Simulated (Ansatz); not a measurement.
Process, species as SMILES: C#N (CH-N) → C atom + H atom + N atom
B3LYP-D3(BJ)/def2-TZVP geometries, fixed; electronic energies without zero-point terms.

Core correlation in the atomisation energy at MP2 with Ansatz (a first-principles code), in kcal/mol: frozen core against all electrons. Core-valence sets carry the plain set on hydrogen. Open shells are unrestricted.

```csv
basis,"functions, most",frozen core,all electrons,core term (second minus first)
cc-pVDZ,33,293.06,294.07,1.02
cc-pCVDZ,41,293.95,294.83,0.88
cc-pVTZ,74,312.38,317.93,5.55
cc-pCVTZ,100,312.84,314.09,1.25
cc-pwCVTZ,100,313.32,314.67,1.34
cc-pVQZ,140,319.08,321.91,2.84
cc-pwCVQZ,198,319.36,320.82,1.46
cc-pCVQZ,198,319.17,320.58,1.41
```

The largest core-valence set, cc-pCVQZ, gives a core term of 1.41 kcal/mol; the valence set cc-pVQZ, which lacks functions for the core, gives 2.84.
